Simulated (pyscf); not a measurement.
HO–GaH–AsH₂ -> Ga–AsH₂ [singlet] + water (H₂O), a 1,1-elimination (singlet surface; Ga–O, Ga–H broken, H–O formed). Structures and frequencies: ωB97X-D3(BJ)/def2-SVP in PySCF. Correlated levels are frozen-core, on RHF or UHF. ΔMP2 is the change of the MP2 total energy from the triple- to the quadruple-zeta basis. Energies in kcal/mol from the reactant's lowest minimum found.

Small-basis levels: PySCF, no dispersion term, spherical d functions. 

Task: Quick HF/6-31G*+LANL2DZ single points give ΔE‡ = 80.4 kcal/mol and ΔE = +29.1 kcal/mol. What does CCSD(T)/def2-TZVPP + ΔMP2(QZVPP) give, and how far is the quick result from it?

Result: CCSD(T)/def2-TZVPP + ΔMP2(QZVPP) gives ΔE‡ = 59.5 kcal/mol and ΔE = +27.7 kcal/mol. HF/6-31G*+LANL2DZ lies 20.9 kcal/mol over it in the barrier and 1.4 kcal/mol over it in the reaction energy, so on this step it does not hold to within 3.0 kcal/mol. CCSD(T)/def2-TZVPP + ΔMP2(QZVPP) has limits of its own. On the product side the descent ends in a bound adduct (not fully relaxed), 10.0 kcal/mol under the separated species and 42.9 kcal/mol under the saddle at ωB97X-D3(BJ)/def2-TZVP. At ωB97X-D3(BJ) the barrier from the zero used here is 62.7 kcal/mol. The same reactants have a lower exit, to HGa=AsH + H₂O (highest point, the separated products, at +38.2 kcal/mol at ωB97M-D3(BJ), against +59.1 kcal/mol here). One saddle was located; it need not be the lowest between these sides. The CCSD(T) − MP2 part came from Ansatz, without density fitting, on the same reference. The frozen core leaves the outer d or s,p core shells of the metals and heavy elements correlated in the MP2 and CC values, and def2-TZVPP describes them poorly, which can shift differences by a few kcal/mol. In the def2 sets elements up to Kr have no core potential.
